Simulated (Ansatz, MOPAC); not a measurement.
How well does each level of theory give the equilibrium volume per atom of wurtzite ZnO?

Reference value: 11.89 Å³/atom (measured, 4 K, zero-point motion not removed; as tabulated in arXiv:1206.3780).

Problem. Put these levels in order of the equilibrium volume per atom that they give for wurtzite ZnO, smallest first: HSE06 (Ansatz, a first-principles code), MNDO semi-empirical Hartree-Fock (MOPAC), PBE (Ansatz), r²SCAN+rVV10 (Ansatz).

Solution. r²SCAN+rVV10 (11.70 Å³/atom), HSE06 (11.94 Å³/atom), PBE (12.32 Å³/atom), MNDO semi-empirical Hartree-Fock (MOPAC) (13.70 Å³/atom)

Differences against the reference: MNDO semi-empirical Hartree-Fock (MOPAC) +15.2 %, PBE +3.6 %, r²SCAN+rVV10 -1.6 %, HSE06 +0.4 %.

The measured value isn't corrected to a static lattice, so vibrations enter the comparison. A static lattice is as a rule a little smaller than the measured one.  MNDO semi-empirical Hartree-Fock (MOPAC): the method was fitted mainly to molecules. MNDO semi-empirical Hartree-Fock (MOPAC): the run uses a supercell at the zone centre in place of a k mesh. Cutoffs and k meshes differ between the levels. Ansatz's density-functional and Hartree–Fock values are scalar-relativistic unless marked +SOC, with PAW data made under PBE.

Differences are worked out from the printed values.
